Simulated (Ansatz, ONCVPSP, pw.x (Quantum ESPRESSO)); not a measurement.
## From atom to crystal: ONCV potential for Li

lithium, optimised norm-conserving Vanderbilt (ONCV), made with ONCVPSP 4.0.1.1 (patched build) (PBE, scalar-relativistic). Core [He], reference 2s1. Waves: 2s: rc 2.85 bohr, ncon 3, nbas 8, qcut 3 1/bohr, 2 projectors, debl 0.9 Ha; p scattering state at 0.13 Ha: rc 2.50 bohr, ncon 4, nbas 8, qcut 3.4 1/bohr, 3 projectors, debl 0.6 Ha; d scattering state at 0.05 Ha: rc 3.10 bohr, ncon 5, nbas 8, qcut 2.9 1/bohr, 2 projectors, debl 0.8 Ha. Local part: polynomial inside 1.85 bohr (lpopt 1, dvloc0 0 Ha). Core correction: none.

Atomic tests: cutoffs needed: 2.0 Ha and 3.2 Ha (the cutoffs (Ha) at which the residual kinetic energy of the hardest occupied pseudo-wave falls to 1 and 0.1 mHa per electron) The cutoffs count occupied waves only; projector 3 of the p channel, the hardest unoccupied one, needs 7 Ha at the loose tolerance.; ghost test: no bound ghost flagged; no localised positive-energy state flagged; configuration tests: 1 of 2 tests not solved or not reliable.

Crystal test: bcc Li in pw.x 7.5, no spin, 13³ k-points, Fermi–Dirac smearing 0.01 Ry, cutoffs 35/140 Ry. The reference is all-electron LAPW (Ansatz 0.2.0) with the same functional, mesh and smearing; V0 and B0 come from Birch–Murnaghan fits to the pressures at five volumes. Errors are pseudo minus all-electron; Δ is the rms difference of the E(V) curves that follow from these fits, minima aligned, over ±6 % about the mean V0. Mesh and smearing are coarse, so the numbers serve the comparison and aren't converged zero-temperature values; the lattice is a test structure that the element need not adopt.

```tsv
V (Å³/atom)	P all-electron (GPa)	P pseudo (GPa)
19.352	0.71	-0.02
19.862	0.30	-0.35
20.371	-0.05	-0.65
20.880	-0.38	-0.92
21.390	-0.67	-1.16
```

All-electron: a0 = 3.436 Å (V0 = 20.29 Å³/atom), B0 = 13.8 GPa.

Pseudopotential: mean pressure error (GPa): -0.60. The pressure does not cross zero within the volumes sampled, so no fit is given. The largest radius (3.10 bohr) exceeds half the bond length (2.82 bohr), so the spheres overlap, which is one possible source of error among others. This is a poor potential for the solid. Atomic configuration tests: 1 of 2 tests not solved or not reliable.

Task: At the middle volume, how do free energy and pressure move when the wave cutoff is lowered (ecutrho kept at four times it)?

Result:

| cutoff (Ry) | shift of F (meV/atom) | shift of P (GPa) |
| --- | --- | --- |
| 16 | +0.8 | +0.01 |
| 21 | +0.3 | +0.01 |
| 28 | +0.2 | +0.01 |

Input at the middle volume:

```
&control
  calculation='scf', prefix='x', pseudo_dir='./', outdir='./tmp', tstress=.true., disk_io='none'
/
&system
  ibrav=0, nat=1, ntyp=1, ecutwfc=35, ecutrho=140, nbnd=7,
  occupations='smearing', smearing='fd', degauss=0.01
/
&electrons
  conv_thr=1e-09, mixing_beta=0.4, electron_maxstep=70
/
ATOMIC_SPECIES
Li 1.0 Li.UPF
CELL_PARAMETERS angstrom
  -1.72048458 1.72048458 1.72048458
  1.72048458 -1.72048458 1.72048458
  1.72048458 1.72048458 -1.72048458
ATOMIC_POSITIONS crystal
Li 0.0000 0.0000 0.0000
K_POINTS automatic
13 13 13 0 0 0
```

```bash
pw.x < Li.scf.in > Li.scf.out
```

Lines of the output:

```
Message from routine setup:
     using ibrav=0 with symmetry is DISCOURAGED, use correct ibrav instead
     lattice parameter (alat)  =       5.6313  a.u.
     unit-cell volume          =     137.4703 (a.u.)^3
     number of electrons       =         1.00
     number of Kohn-Sham states=            7
     kinetic-energy cutoff     =      35.0000  Ry
     charge density cutoff     =     140.0000  Ry
     scf convergence threshold =      1.0E-09
     Exchange-correlation= PBE
     number of k points=    84  Fermi-Dirac smearing, width (Ry)=  0.0100
     iteration #  1     ecut=    35.00 Ry     beta= 0.40
     total energy              =      -0.52319557 Ry
     estimated scf accuracy    <       0.00011866 Ry
     iteration #  2     ecut=    35.00 Ry     beta= 0.40
     total energy              =      -0.52339408 Ry
     estimated scf accuracy    <       0.00004500 Ry
     iteration #  3     ecut=    35.00 Ry     beta= 0.40
     total energy              =      -0.52341525 Ry
     estimated scf accuracy    <       0.00000003 Ry
     iteration #  4     ecut=    35.00 Ry     beta= 0.40
     total energy              =      -0.52341588 Ry
     estimated scf accuracy    <       0.00000004 Ry
     iteration #  5     ecut=    35.00 Ry     beta= 0.40
     total energy              =      -0.52341608 Ry
     estimated scf accuracy    <       0.00000001 Ry
     iteration #  6     ecut=    35.00 Ry     beta= 0.40
     total energy              =      -0.52341609 Ry
     estimated scf accuracy    <          1.8E-09 Ry
     iteration #  7     ecut=    35.00 Ry     beta= 0.40
     total energy              =      -0.52341611 Ry
     estimated scf accuracy    <          1.2E-09 Ry
     iteration #  8     ecut=    35.00 Ry     beta= 0.40
     the Fermi energy is     0.4429 ev
!    total energy              =      -0.52341611 Ry
     estimated scf accuracy    <          4.5E-11 Ry
     smearing contrib. (-TS)   =      -0.00212432 Ry
     The total energy is F=E-TS. E is the sum of the following terms:
     one-electron contribution =       0.39707599 Ry
     hartree contribution      =       0.00084325 Ry
     xc contribution           =      -0.35954323 Ry
     ewald contribution        =      -0.55966780 Ry
     convergence has been achieved in   8 iterations
          total   stress  (Ry/bohr**3)                   (kbar)     P=       -6.52
     Message from routine punch:
     Nothing written, as per user request (disk_io='none')
```

The run at the middle volume (84 k-points, 8 iterations) took about 5.3 s on one core of a shared host (Neoverse-V1, 32 threads, 247 GiB, load 42).
